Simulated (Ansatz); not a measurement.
# bcc Fe

Method: r²SCAN (Ansatz, a quantum-chemistry and plane-wave program, PAW).

Settings: plane-wave cutoff 500 eV, 4×4×4 k mesh, Fermi–Dirac smearing 0.1 eV, cell of 54 sites, scalar-relativistic PAW data made under PBE.

Cell: relaxed at this level.

| Property | Result |
|---|---|
| vacancy formation energy | 1.98 eV |
| vacancy formation energy before relaxation | 2.54 eV |

Measured, for comparison: vacancy formation energy 2 ± 0.2 eV (no zero-point or thermal correction, monovacancy, our sources range from 1.53 to 2.00; as tabulated in Nandi et al. (2010), arXiv:0904.3859). Computed (rounded) less measured: vacancy formation energy not scored (sources differ).

Note: energies are extrapolated to zero smearing, and mesh and cell size move such values by some hundredths of an eV or more.

The computed numbers hold no vibrational or temperature effects.

It cost roughly 4 core-hours of CPU time.
